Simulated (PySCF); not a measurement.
Complete the spectrum of C5H8O

Compound: C5H8O.
Geometry (GFN2-xTB, Å), atoms numbered from 1 in this order:
```
atom  x, y, z in Å
C1    -1.7987    1.0850   -0.2273
O2    -0.7050    0.5465   -0.9311
C3    -0.2449   -0.6470   -0.3762
C4     0.6253   -0.6510    0.8478
C5     1.7260    0.1812    0.2664
C6     1.1965   -1.0014   -0.4837
H7    -1.5324    1.2986    0.8144
H8    -2.6533    0.3968   -0.2391
H9    -2.0690    2.0095   -0.7333
H10   -0.9765   -1.4558   -0.4615
H11    0.5422   -1.1642    1.7825
H12    2.7095    0.0900    0.7100
H13    1.4944    1.1718   -0.1005
H14    1.6852   -1.8604   -0.8904
```

The calculation used TDDFT CAM-B3LYP/def2-SVPD, vertical, gas phase, core orbitals frozen in the response (PySCF).

Lowest singlets, with some entries withheld (?).

```
state  ν̃ (cm⁻¹)  f   main configurations (H = HOMO, L = LUMO)
   S1      58980  ?                                  H→L (86%)
   S2      61080  ?                   H-1→L (51%), H→L+1 (34%)
   S3      63300  ?      H→L+2 (45%), H→L+1 (24%), H→L+3 (13%)
   S4      63840  ?      H→L+2 (36%), H→L+3 (34%), H→L+1 (13%)
   S5      65490  ?   H-1→L+1 (51%), H-1→L+2 (19%), H→L+1 (9%)
   S6      66350  ?  H-1→L+2 (35%), H-1→L+3 (15%), H-1→L (12%)
   S7      67030  ?    H→L+3 (29%), H-1→L (18%), H-1→L+2 (13%)
   S8      68380  ?  H-1→L+3 (42%), H-2→L (16%), H-1→L+2 (13%)
```

Problem. What stands in place of each question mark?

Solution. 
- S1: f = 0.015
- S2: f = 0.0046
- S3: f = 0.035
- S4: f = 0.043
- S5: f = 0.0023
- S6: f = 0.014
- S7: f = 0.0077
- S8: f = 0.014

Problem. Which level carries the most intensity, and what share of the listed sum of f?

Solution. S4, with f = 0.043 of 0.137, 32%.

Problem. What is the mean static polarisability from the same response equations?

Solution. 59.4 au (8.80 Å³), with principal values 53.7, 56.9 and 67.6 au.

Problem. How far apart are S1 and S7, in eV and cm⁻¹?

Solution. 8.310 − 7.312 = 0.998 eV, or about 8050 cm⁻¹.

One conformer stands for the species.
